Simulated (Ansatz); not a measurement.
## How methods differ on AlHF (SMILES [F][AlH])

AlHF: 3 atoms, total charge 0, spin state doublet. As SMILES, `[F][AlH]`. The coordinates come from a PBE0-D4/def2-TZVP relaxation.

| atom | x (Å) | y (Å) | z (Å) |
| --- | --- | --- | --- |
| F | 0.9071 | 0.8932 | 0.5856 |
| Al | -0.4325 | 0.3180 | -0.1995 |
| H | -0.4854 | -1.2761 | -0.3993 |

Each level gives the energy change with the F1–Al2 bond stretched from 1.656 to 2.070 Å (eV). The values are calculated.

| level | kind | program | value (eV) | less FCI/STO-3G |
| --- | --- | --- | --- | --- |
| USVWN5/STO-3G | LDA | Ansatz | 1.72 | +0.04 |
| UPBE/STO-3G | GGA | Ansatz | 1.53 | -0.15 |
| U-r2SCAN0/STO-3G | hybrid meta-GGA | Ansatz | 1.82 | +0.14 |
| UBHLYP/STO-3G | global hybrid | Ansatz | 1.84 | +0.16 |
| UHSE06/STO-3G | range-separated hybrid | Ansatz | 1.72 | +0.04 |
| UB2PLYP/STO-3G | double hybrid | Ansatz | 1.82 | +0.14 |
| RPA@PBE/STO-3G | RPA | Ansatz | 1.52 | -0.16 |
| UMP2/STO-3G | perturbation theory | Ansatz | 2.10 | +0.42 |
| UBCCD(T)/STO-3G | coupled cluster or CI | Ansatz | 1.73 | +0.05 |
| FCI/STO-3G | exact in the basis | Ansatz | 1.68 | 0.00 |

FCI/STO-3G is exact within its basis and frozen core, so for wave-function methods in that basis the difference is their error; functionals converge differently with the basis, so for them it is only a difference. The first shape isn't each level's own minimum. The values span 1.52 to 2.10 eV. Spin contamination of the reference (⟨S²⟩ at least 0.1 too high) touches UMP2/STO-3G, UBCCD(T)/STO-3G. All rows use very small basis sets, so none should be taken for the real molecule's value.
